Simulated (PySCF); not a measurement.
Atomic charges by several schemes

C3H2F2.
Cartesian coordinates in Å at the PBE0-D3(BJ)/def2-SVP level; atoms count from 1:
```
atom  x, y, z in Å
F1    -1.2433   -0.8811    1.5013
C2    -0.5297   -0.4261    0.5115
C3    -0.3069   -0.4089   -0.7691
C4     0.5648    0.4328    0.1160
F5     0.3979    1.7928    0.1123
H6    -0.5066   -0.7087   -1.7941
H7     1.6279    0.2097    0.2922
```

Density: PBE0/pcSseg-1 (PySCF); schemes: Mulliken, IAO, Hirshfeld and ESP-fitted. Geometry: PBE0-D3(BJ)/def2-SVP; no solvent, vibrations or thermal averaging.

Q: Which atoms carry the lowest charge in the Mulliken, IAO, Hirshfeld and ESP-fitted schemes?

A: The schemes don't all agree: Mulliken F5 (-0.317); IAO F5 (-0.328); Hirshfeld F5 (-0.139); ESP-fitted C3 (-0.286).

Q: For which atoms does the sign change between the 4 schemes (beyond +0.03 e in one, beyond −0.03 e in another)?

A: For none.

Q: Tabulate the Mulliken, IAO, Hirshfeld and ESP-fitted charges.

A: In e:

```
atom         environment  Mulliken     IAO  Hirshfeld  ESP-fitted
  F1      vinyl fluorine    -0.204  -0.210     -0.045      -0.105
  C2  vinylic C–F carbon    +0.265  +0.288     +0.082      +0.196
  C3    alkene CH carbon    -0.171  -0.214     -0.063      -0.286
  C4      sp3 C–F carbon    +0.199  +0.153     +0.034      +0.144
  F5      alkyl fluorine    -0.317  -0.328     -0.139      -0.225
  H6    vinylic hydrogen    +0.117  +0.181     +0.085      +0.212
  H7    methine hydrogen    +0.110  +0.130     +0.046      +0.064
```

Mean size of the charges over all atoms: IAO 0.215 e, Mulliken 0.198 e, ESP-fitted 0.176 e, Hirshfeld 0.070 e. Each set sums to the total charge, 0, to within 0.001 e. The ESP scheme fits charges at the nuclei, held to the total charge, to the electrostatic potential on points at 1.4 to 2.0 times the van der Waals radii.

Q: How many electrons does the Mulliken scheme count on C4?

A: Z − q = 6 − (+0.199) = 5.801.

Q: How closely do the schemes follow one another over all atoms?

A: Correlation coefficient and root-mean-square difference: Mulliken with IAO 0.99, 0.036 e; IAO with Hirshfeld 0.97, 0.151 e; IAO with ESP-fitted 0.95, 0.076 e; Mulliken with Hirshfeld 0.94, 0.139 e; Hirshfeld with ESP-fitted 0.93, 0.121 e; Mulliken with ESP-fitted 0.91, 0.085 e.
